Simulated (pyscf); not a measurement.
**Addition across a multiple bond or ene-type step: `[BH2][NH2]` + `[CH2]=[CH2]` -> `[BH2][NH][CH2][CH3]`**

Gas phase, singlet surface, charge 0. Bonds broken: N2–H5. Bonds formed: N2–C7, H5–C8. Optimised with ωB97X-D3(BJ)/def2-SVP in PySCF. MP2 and CC: frozen core, UHF for open shells. ΔMP2 is the change of the MP2 total energy from the triple- to the quadruple-zeta basis.

Transition state (Å):

```xyz
12

B     -1.7792    -0.9779    -0.7809
N     -1.4302     0.3783    -0.5827
H     -1.2737    -1.8012    -0.0392
H     -2.5653    -1.3376    -1.6344
H     -1.3412     0.6621     0.7338
H     -1.8114     1.0761    -1.2244
C      0.2409     0.7700     0.4356
C     -0.3440     0.9244     1.7143
H      0.5225     1.6412    -0.1649
H      0.7379    -0.1620     0.1516
H     -0.4594     1.9342     2.1201
H     -0.2618     0.1029     2.4314
```

One imaginary mode, 2414i cm⁻¹; descent along it reached the two sides named.

| bond | change | reactant side (Å) | saddle | product side |
|---|---|---|---|---|
| N2–H5 | breaks | 1.014 | 1.350 | 2.8 |
| N2–C7 | forms | 3.5 | 1.996 | 1.455 |
| H5–C8 | forms | 2.7 | 1.423 | 1.103 |

Electronic energies relative to the separated reactants (kcal/mol):

```csv
level,barrier,reaction energy,reverse barrier
ωB97X-D3(BJ)/def2-TZVP,73.0,-23.4,96.4
PBE/def2-TZVP,64.1,-21.0,85.1
r²SCAN/def2-TZVP,66.7,-22.0,88.8
B3LYP-D3(BJ)/def2-TZVP,71.3,-19.5,90.9
PBE0-D3(BJ)/def2-TZVP,67.4,-24.8,92.2
M06-2X/def2-TZVP,71.7,-22.0,93.7
ωB97M-D3(BJ)/def2-TZVP,72.6,-20.8,93.4
HF/def2-TZVP,93.4,-15.3,108.6
MP2/def2-QZVPP,71.6,-22.1,93.7
CCSD/def2-TZVPP,79.1,-19.9,99.0
CCSD(T)/def2-TZVPP,75.0,-20.1,95.1
CCSD(T)/def2-TZVPP + ΔMP2(QZVPP),75.0,-20.1,95.0
```

With CCSD(T)/def2-TZVPP + ΔMP2(QZVPP) energies and thermal terms (ideal gas, 1 atm, RRHO with modes under 100 cm⁻¹ raised to 100, one conformer, R ln 2 for chiral ones without a mode under 150 cm⁻¹), in kcal/mol:

```json
[
 {"T (K)": "298", "ΔH‡": "71.8", "ΔG‡": "81.8", "ΔH": "-17.1", "ΔG": "-6.5"},
 {"T (K)": "600", "ΔH‡": "72.4", "ΔG‡": "91.7", "ΔH": "-17.0", "ΔG": "+4.2"},
 {"T (K)": "900", "ΔH‡": "73.4", "ΔG‡": "101.2", "ΔH": "-16.4", "ΔG": "+14.7"},
 {"T (K)": "1200", "ΔH‡": "74.4", "ΔG‡": "110.3", "ΔH": "-15.4", "ΔG": "+24.9"}
]
```

The same reactants have a lower exit, to H₃C–CH₂–BH–NH₂ (barrier +18.2 kcal/mol at ωB97M-D3(BJ)/def2-TZVP, against +72.6 kcal/mol here). H₂B–NH–CH₂–CH₃ lies 26.5 kcal/mol over its isomer H₃C–B(CH₃)–NH₂ (electronic energy, ωB97M-D3(BJ)/def2-TZVP). This is the saddle that the search found; another between the same sides may lie lower. The CCSD(T) − MP2 part came from Ansatz, without density fitting, on the same reference.
